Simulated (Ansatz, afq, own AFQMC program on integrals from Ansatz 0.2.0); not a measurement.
## Hf⁺, quartet: AFQMC among the cluster methods

A free Hf cation.

Basis def2-SVP with its core potentials. Noble-gas cores (and the filled d shells of Ga–Kr and In–Xe) are frozen. Integrals, coupled cluster, full CI and functionals: Ansatz 0.2.0; the random walks run on the same integrals in our own AFQMC program. The CISD trial takes its coefficients from CCSD amplitudes. Released means that phaseless walkers are propagated on without the constraint, phases kept. ± is one standard error of the sampling. No spin–orbit coupling. The metal's outer-core s and p shells are frozen, which shifts wave-function levels against functionals.

Determinant: UHF, the one that the program's search chose, which needn't be the lowest solution.

Full CI on the same integrals is exact in this basis and with this determinant's frozen core.

Cautions: no spin-orbit coupling; outer-core shells of the metal frozen; another spin lies lower (by 285 meV).

```
T1 diagnostic                               : 0.0029
weight of the determinant in the CISD state : 0.992
⟨S²⟩ of the determinant                     : 3.754
size of the correlated space                : 3 electrons in 28 orbitals
```

Reference: full CI, correlation energy -0.291 eV. The released energy is read at 3.00 1/Eh, later times being too noisy (meV from the phaseless value at times in 1/Eh: -0.17 ± 0.17 at 0.60, -0.05 ± 0.07 at 1.20, -0.1 ± 0.4 at 2.00, -0.22 ± 0.12 at 3.00, -16 ± 16 at 4.20).

```csv
level,E − E(reference) (kJ/mol),share of correlation (%)
HF,28.1,0.00
MP2,7.4,73.72
CCSD,0.1,99.62
CCSD(T),0.0,99.88
ph-AFQMC/CISD,0.0 ± 0.01,99.96
released AFQMC,0.0 ± 0.01,100.03
```

A walk keeps the symmetry of its determinant, which the program's search chose and which needn't be the lowest solution, so a lower state of the same spin and another symmetry isn't excluded. Released energies are given only where the last usable release times agree within the noise; a slower fall can still hide under it.
